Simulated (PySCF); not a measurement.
# The bond of HCl, level by level, part 2 of 2

PySCF 2.14.0; H x2c-TZVPPall, Cl x2c-TZVPPall; spin-free X2C with a Gaussian nucleus. The steps go on from the part before.

## (9) B3LYP (global hybrid GGA)

The SCF at the reference distance, 1.279 Å, printed:

```text
******** <class 'pyscf.dft.uks_symm.SymAdaptedUKS'> ********
method = SymAdaptedUKS
initial guess = minao
damping factor = 0
level_shift factor = 0
DIIS = <class 'pyscf.scf.diis.CDIIS'>
diis_start_cycle = 1
diis_space = 10
diis_damp = 0
SCF conv_tol = 1e-09
SCF conv_tol_grad = None
SCF max_cycles = 60
direct_scf = False
max_memory 2100 MB (current use 293 MB)
number electrons alpha = 9  beta = 9
XC library pyscf.dft.libxc version 7.0.0
    S. Lehtola, C. Steigemann, M. J.T. Oliveira, and M. A.L. Marques.,  SoftwareX 7, 1–5 (2018)
XC functionals = B3LYP
    P. J. Stephens, F. J. Devlin, C. F. Chabalowski, and M. J. Frisch.,  J. Phys. Chem. 98, 11623 (1994)
small_rho_cutoff = 0
Set gradient conv threshold to 3.16228e-05
init E= -462.25635319753
cycle= 1 E= -462.257013117577  delta_E= -0.00066  |g|= 0.00475  |ddm|= 0.0492
cycle= 2 E= -462.257015150067  delta_E= -2.03e-06  |g|= 0.002  |ddm|= 0.00269
cycle= 3 E= -462.257015611587  delta_E= -4.62e-07  |g|= 0.000371  |ddm|= 0.00127
cycle= 4 E= -462.257015668462  delta_E= -5.69e-08  |g|= 0.00012  |ddm|= 0.000439
cycle= 5 E= -462.257015675297  delta_E= -6.84e-09  |g|= 2.73e-05  |ddm|= 0.000105
cycle= 6 E= -462.257015675581  delta_E= -2.84e-10  |g|= 6.19e-07  |ddm|= 1.56e-05
Extra cycle  E= -462.257015675581  delta_E= 1.14e-13  |g|= 6.09e-07  |ddm|= 9.73e-07
converged SCF energy = -462.257015675581  <S^2> = -1.0658141e-14  2S+1 = 1
```

Re = 1.281 Å, ωe = 2944 cm⁻¹, ωexe = 51.2 cm⁻¹, αe = 0.305 cm⁻¹, Be = 10.49 cm⁻¹, De = 4.53 eV, μ = -1.17 D. 8.1 s of CPU time for 12 points, integrals apart.

## (10) BP86 (GGA)

Output of the SCF at 1.279 Å:

```text
******** <class 'pyscf.dft.uks_symm.SymAdaptedUKS'> ********
method = SymAdaptedUKS
initial guess = minao
damping factor = 0
level_shift factor = 0
DIIS = <class 'pyscf.scf.diis.CDIIS'>
diis_start_cycle = 1
diis_space = 10
diis_damp = 0
SCF conv_tol = 1e-09
SCF conv_tol_grad = None
SCF max_cycles = 60
direct_scf = False
max_memory 2100 MB (current use 285 MB)
number electrons alpha = 9  beta = 9
XC library pyscf.dft.libxc version 7.0.0
    S. Lehtola, C. Steigemann, M. J.T. Oliveira, and M. A.L. Marques.,  SoftwareX 7, 1–5 (2018)
XC functionals = B88,P86
    A. D. Becke.,  Phys. Rev. A 38, 3098 (1988)
    J. P. Perdew.,  Phys. Rev. B 33, 8822 (1986)
small_rho_cutoff = 0
Set gradient conv threshold to 3.16228e-05
init E= -462.289443866341
cycle= 1 E= -462.290476278311  delta_E= -0.00103  |g|= 0.00279  |ddm|= 0.0452
cycle= 2 E= -462.290475464677  delta_E= 8.14e-07  |g|= 0.00311  |ddm|= 0.00525
cycle= 3 E= -462.290481184331  delta_E= -5.72e-06  |g|= 0.000611  |ddm|= 0.00283
cycle= 4 E= -462.290481299399  delta_E= -1.15e-07  |g|= 9.97e-05  |ddm|= 0.000354
cycle= 5 E= -462.29048130392  delta_E= -4.52e-09  |g|= 3.47e-05  |ddm|= 0.000101
cycle= 6 E= -462.29048130438  delta_E= -4.6e-10  |g|= 2.73e-06  |ddm|= 2.63e-05
Extra cycle  E= -462.290481304378  delta_E= 2.1e-12  |g|= 3.58e-06  |ddm|= 3.9e-06
converged SCF energy = -462.290481304378  <S^2> = -1.2434498e-14  2S+1 = 1
```

Re = 1.289 Å, ωe = 2881 cm⁻¹, ωexe = 51.8 cm⁻¹, αe = 0.307 cm⁻¹, Be = 10.35 cm⁻¹, De = 4.71 eV, μ = -1.16 D.

## (11) r²SCANh (hybrid meta-GGA)

Log of the SCF at 1.279 Å:

```text
******** <class 'pyscf.dft.uks_symm.SymAdaptedUKS'> ********
method = SymAdaptedUKS
initial guess = minao
damping factor = 0
level_shift factor = 0
DIIS = <class 'pyscf.scf.diis.CDIIS'>
diis_start_cycle = 1
diis_space = 10
diis_damp = 0
SCF conv_tol = 1e-09
SCF conv_tol_grad = None
SCF max_cycles = 60
direct_scf = False
max_memory 2100 MB (current use 285 MB)
number electrons alpha = 9  beta = 9
XC library pyscf.dft.libxc version 7.0.0
    S. Lehtola, C. Steigemann, M. J.T. Oliveira, and M. A.L. Marques.,  SoftwareX 7, 1–5 (2018)
XC functionals = HYB_MGGA_XC_R2SCANH
    M. Bursch, H. Neugebauer, S. Ehlert, and S. Grimme.,  J. Chem. Phys. 156, 134105 (2022)
small_rho_cutoff = 0
Set gradient conv threshold to 3.16228e-05
init E= -462.201657519689
cycle= 1 E= -462.20191888209  delta_E= -0.000261  |g|= 0.00451  |ddm|= 0.0365
cycle= 2 E= -462.201921525902  delta_E= -2.64e-06  |g|= 0.00186  |ddm|= 0.00485
cycle= 3 E= -462.201922921936  delta_E= -1.4e-06  |g|= 0.00089  |ddm|= 0.00254
cycle= 4 E= -462.201923163214  delta_E= -2.41e-07  |g|= 7.41e-05  |ddm|= 0.000705
cycle= 5 E= -462.201923164949  delta_E= -1.73e-09  |g|= 3.42e-05  |ddm|= 6.61e-05
cycle= 6 E= -462.201923165478  delta_E= -5.3e-10  |g|= 8.83e-07  |ddm|= 2.29e-05
Extra cycle  E= -462.201923165478  delta_E= 3.98e-13  |g|= 1.03e-06  |ddm|= 1.44e-06
converged SCF energy = -462.201923165478  <S^2> = -8.8817842e-15  2S+1 = 1
```

Re = 1.276 Å, ωe = 2999 cm⁻¹, ωexe = 50.6 cm⁻¹, αe = 0.300 cm⁻¹, Be = 10.57 cm⁻¹, De = 4.56 eV, μ = -1.20 D.

## (12) HSE06

Output of the SCF at 1.279 Å:

```text
******** <class 'pyscf.dft.uks_symm.SymAdaptedUKS'> ********
method = SymAdaptedUKS
initial guess = minao
damping factor = 0
level_shift factor = 0
DIIS = <class 'pyscf.scf.diis.CDIIS'>
diis_start_cycle = 1
diis_space = 10
diis_damp = 0
SCF conv_tol = 1e-09
SCF conv_tol_grad = None
SCF max_cycles = 60
direct_scf = False
max_memory 2100 MB (current use 290 MB)
number electrons alpha = 9  beta = 9
XC library pyscf.dft.libxc version 7.0.0
    S. Lehtola, C. Steigemann, M. J.T. Oliveira, and M. A.L. Marques.,  SoftwareX 7, 1–5 (2018)
XC functionals = HSE06
    J. Heyd, G. E. Scuseria, and M. Ernzerhof.,  J. Chem. Phys. 118, 8207 (2003)
    J. Heyd, G. E. Scuseria, and M. Ernzerhof.,  J. Chem. Phys. 124, 219906 (2006)
    A. V. Krukau, O. A. Vydrov, A. F. Izmaylov, and G. E. Scuseria.,  J. Chem. Phys. 125, 224106 (2006)
small_rho_cutoff = 0
Set gradient conv threshold to 3.16228e-05
init E= -462.10431483447
cycle= 1 E= -462.104332909943  delta_E= -1.81e-05  |g|= 0.00204  |ddm|= 0.00819
cycle= 2 E= -462.104333124546  delta_E= -2.15e-07  |g|= 0.000532  |ddm|= 0.000617
cycle= 3 E= -462.104333145284  delta_E= -2.07e-08  |g|= 0.000115  |ddm|= 0.000174
cycle= 4 E= -462.104333150849  delta_E= -5.56e-09  |g|= 1.2e-05  |ddm|= 7.92e-05
cycle= 5 E= -462.104333150925  delta_E= -7.62e-11  |g|= 2.9e-06  |ddm|= 1.21e-05
Extra cycle  E= -462.104333150925  delta_E=    0  |g|= 2.87e-06  |ddm|= 5.03e-06
converged SCF energy = -462.104333150925  <S^2> = -8.8817842e-15  2S+1 = 1
```

Re = 1.278 Å, ωe = 2994 cm⁻¹, ωexe = 50.1 cm⁻¹, αe = 0.297 cm⁻¹, Be = 10.54 cm⁻¹, De = 4.51 eV, μ = -1.19 D.

## (13) RHF

Log of the SCF at 1.279 Å:

```text
******** <class 'pyscf.scf.hf_symm.SymAdaptedRHF'> ********
method = SymAdaptedRHF
initial guess = minao
damping factor = 0
level_shift factor = 0
DIIS = <class 'pyscf.scf.diis.CDIIS'>
diis_start_cycle = 1
diis_space = 10
diis_damp = 0
SCF conv_tol = 1e-09
SCF conv_tol_grad = None
SCF max_cycles = 60
direct_scf = False
max_memory 2100 MB (current use 302 MB)
Overwritten attributes  get_k get_occ get_j get_jk get_hcore  of <class 'pyscf.scf.hf_symm.SymAdaptedRHF'>
Set gradient conv threshold to 3.16228e-05
init E= -461.503920827782
cycle= 1 E= -461.509350880096  delta_E= -0.00543  |g|= 0.0288  |ddm|= 0.101
cycle= 2 E= -461.509470449448  delta_E= -0.00012  |g|= 0.00597  |ddm|= 0.0144
cycle= 3 E= -461.509484623956  delta_E= -1.42e-05  |g|= 0.0023  |ddm|= 0.00556
cycle= 4 E= -461.509486719401  delta_E= -2.1e-06  |g|= 0.000738  |ddm|= 0.00164
cycle= 5 E= -461.50948711057  delta_E= -3.91e-07  |g|= 9.56e-05  |ddm|= 0.000992
cycle= 6 E= -461.509487115679  delta_E= -5.11e-09  |g|= 2.62e-05  |ddm|= 0.000133
cycle= 7 E= -461.509487116081  delta_E= -4.01e-10  |g|= 5.41e-06  |ddm|= 5.29e-05
Extra cycle  E= -461.50948711609  delta_E= -9.89e-12  |g|= 1.98e-06  |ddm|= 6.32e-06
converged SCF energy = -461.50948711609
```

Re = 1.264 Å, ωe = 3140 cm⁻¹, ωexe = 47.0 cm⁻¹, αe = 0.279 cm⁻¹, Be = 10.76 cm⁻¹, De = 3.32 eV, μ = -1.23 D. 1 s of CPU time for 12 points, integrals apart.

## (14) Adding correlation

Reference: RHF; core orbitals frozen: 5; virtual orbitals above 20 hartree dropped in coupled cluster: 1. MP2 keeps all virtuals, so it differs from the MP2 energy in the coupled-cluster log.

Output of the coupled-cluster run at 1.279 Å:

```text
******** <class 'pyscf.cc.ccsd.CCSD'> ********
CC2 = 0
CCSD nocc = 4, nmo = 50
frozen orbitals [0, 1, 2, 3, 4, 55]
max_cycle = 80
direct = 0
conv_tol = 1e-07
conv_tol_normt = 1e-05
diis_space = 8
diis_start_cycle = 0
diis_start_energy_diff = 1e+09
max_memory 2100 MB (current use 302 MB)
Init t2, MP2 energy = -461.712290598586  E_corr(MP2) -0.202803482495205
Init E_corr(CCSD) = -0.202803482496291
cycle = 1  E_corr(CCSD) = -0.218339821806668  dE = -0.0155363393  norm(t1,t2) = 0.0285669
cycle = 2  E_corr(CCSD) = -0.222186868951214  dE = -0.00384704714  norm(t1,t2) = 0.00887094
cycle = 3  E_corr(CCSD) = -0.223518935287254  dE = -0.00133206634  norm(t1,t2) = 0.00322538
cycle = 4  E_corr(CCSD) = -0.223554793504623  dE = -3.58582174e-05  norm(t1,t2) = 0.000492335
cycle = 5  E_corr(CCSD) = -0.22352220221516  dE = 3.25912895e-05  norm(t1,t2) = 0.000123426
cycle = 6  E_corr(CCSD) = -0.22352259817008  dE = -3.95954921e-07  norm(t1,t2) = 2.28527e-05
cycle = 7  E_corr(CCSD) = -0.223523458953387  dE = -8.60783307e-07  norm(t1,t2) = 6.05366e-06
cycle = 8  E_corr(CCSD) = -0.22352335508001  dE = 1.03873378e-07  norm(t1,t2) = 1.68819e-06
cycle = 9  E_corr(CCSD) = -0.223523339033316  dE = 1.60466941e-08  norm(t1,t2) = 3.97596e-07
CCSD converged
E(CCSD) = -461.7330104551237  E_corr = -0.2235233390333156
CCSD(T) correction = -0.0078562546778679
```

Correlation energy (eV) along the bond:

```tsv
R (Å)	MP2	SCS-MP2	CCSD	CCSD(T)	T1
1.100	-5.513	-5.495	n/a	n/a	n/a
1.151	-5.518	-5.500	-6.058	-6.266	0.006
1.202	-5.524	-5.507	-6.066	-6.276	0.006
1.241	-5.530	-5.514	-6.073	-6.285	0.006
1.279	-5.536	-5.522	-6.082	-6.296	0.006
1.317	-5.544	-5.532	-6.093	-6.309	0.006
1.369	-5.556	-5.546	-6.110	-6.329	0.006
1.433	-5.574	-5.568	-6.135	-6.358	0.006
1.509	-5.600	-5.598	-6.171	-6.401	0.007
1.611	-5.640	-5.646	n/a	n/a	n/a
```

RHF-MP2: Re = 1.270 Å, ωe = 3065 cm⁻¹, ωexe = 51.1 cm⁻¹, αe = 0.297 cm⁻¹, Be = 10.68 cm⁻¹, De = 4.54 eV.

RHF-SCS-MP2: Re = 1.271 Å, ωe = 3049 cm⁻¹, ωexe = 52.0 cm⁻¹, αe = 0.300 cm⁻¹, Be = 10.66 cm⁻¹, De = 4.53 eV.

RHF-CCSD: Re = 1.271 Å, ωe = 3033 cm⁻¹, ωexe = 54.1 cm⁻¹, αe = 0.308 cm⁻¹, Be = 10.65 cm⁻¹, De = 4.47 eV.

RHF-CCSD(T): Re = 1.273 Å, ωe = 3015 cm⁻¹, ωexe = 55.1 cm⁻¹, αe = 0.312 cm⁻¹, Be = 10.62 cm⁻¹, De = 4.53 eV.

## (15) The curves together

Energy (eV) from each level's lowest point:

```tsv
R (Å)	RHF	RHF-MP2	RHF-SCS-MP2	RHF-CCSD	RHF-CCSD(T)	LDA	PBE	BP86	r²SCAN	r²SCANh	B3LYP	PBE0	HSE06
1.100	0.652	0.675	0.680	n/a	n/a	0.789	0.774	0.776	0.722	0.709	0.726	0.722	0.721
1.151	0.278	0.296	0.300	0.302	0.308	0.379	0.369	0.371	0.332	0.322	0.336	0.331	0.330
1.202	0.073	0.086	0.088	0.089	0.093	0.136	0.130	0.132	0.108	0.102	0.111	0.106	0.106
1.241	0.007	0.014	0.015	0.016	0.018	0.039	0.036	0.037	0.025	0.022	0.027	0.024	0.024
1.279	0.000	0.000	0.000	0.000	0.000	0.000	0.000	0.000	0.000	0.000	0.000	0.000	0.000
1.317	0.042	0.034	0.032	0.031	0.029	0.008	0.011	0.010	0.022	0.025	0.020	0.024	0.024
1.369	0.157	0.137	0.133	0.130	0.125	0.077	0.083	0.080	0.109	0.117	0.103	0.113	0.113
1.433	0.374	0.336	0.328	0.321	0.312	0.234	0.242	0.236	0.287	0.301	0.276	0.296	0.295
1.509	0.706	0.643	0.630	0.617	0.601	0.491	0.501	0.492	0.568	0.590	0.550	0.584	0.582
1.611	1.220	1.117	1.097	n/a	n/a	0.903	0.914	0.900	1.010	1.043	0.983	1.037	1.034
```

## (16) Results

This closing draws on all 2 parts.

Lowest PBE0 solution found, without spin–orbit coupling: ¹Σ⁺ (singlet), closed shell. The other levels ran on it alone.

```tsv
level	Re (Å)	ωe (cm⁻¹)	De (eV)	μ (D)
RHF	1.264	3140	3.32	-1.23
RHF-MP2	1.270	3065	4.54	n/a
RHF-SCS-MP2	1.271	3049	4.53	n/a
RHF-CCSD	1.271	3033	4.47	n/a
RHF-CCSD(T)	1.273	3015	4.53	n/a
LDA	1.291	2888	5.20	-1.22
PBE	1.288	2895	4.59	-1.16
BP86	1.289	2881	4.71	-1.16
r²SCAN	1.279	2973	4.59	-1.20
r²SCANh	1.276	2999	4.56	-1.20
B3LYP	1.281	2944	4.53	-1.17
PBE0	1.278	2997	4.53	-1.19
HSE06	1.278	2994	4.51	-1.19
```

De is counted to H + Cl in their ground configurations. A positive dipole means H(−)Cl(+).

Differences from CCSD(T) in the same basis:

```tsv
level	Re (mÅ)	ωe (%)
RHF	-9	+4.2
RHF-MP2	-3	+1.6
RHF-SCS-MP2	-2	+1.1
RHF-CCSD	-2	+0.6
LDA	+17	-4.2
PBE	+15	-4.0
BP86	+16	-4.5
r²SCAN	+6	-1.4
r²SCANh	+3	-0.5
B3LYP	+8	-2.3
PBE0	+5	-0.6
HSE06	+5	-0.7
```

Time per point (s) on 1 thread, shared host (CPU time, shared integrals of 0.1 s apart; correlated levels include their reference; CCSD comes with the CCSD(T) run); the times are rough: RHF 0.086, RHF-MP2 0.13, RHF-SCS-MP2 0.13, LDA 0.4, PBE 0.56, BP86 0.39, r²SCAN 0.87, r²SCANh 0.96, B3LYP 0.68, PBE0 1, HSE06 0.76; the reference 0.92.

Cheap and still within 10 mÅ and 2.5 % of CCSD(T): RHF-SCS-MP2 (0.13 s), RHF-MP2 (0.13 s), against 1 s for the dearest run.

What this shows: Judged by CCSD(T) in the same basis: best bond length RHF-SCS-MP2 and RHF-CCSD (-2 mÅ), worst LDA (+17 mÅ); best wavenumber r²SCANh (-0.5 %), worst BP86 (-4.5 %). Hartree–Fock falls on the short and stiff side, its usual fault. PBE has the long and soft bond that GGAs tend to give. Among the levels with a De in the table, it runs from 3.32 eV (RHF) to 5.20 eV (LDA).

Correlated steps freeze 5 core orbitals.
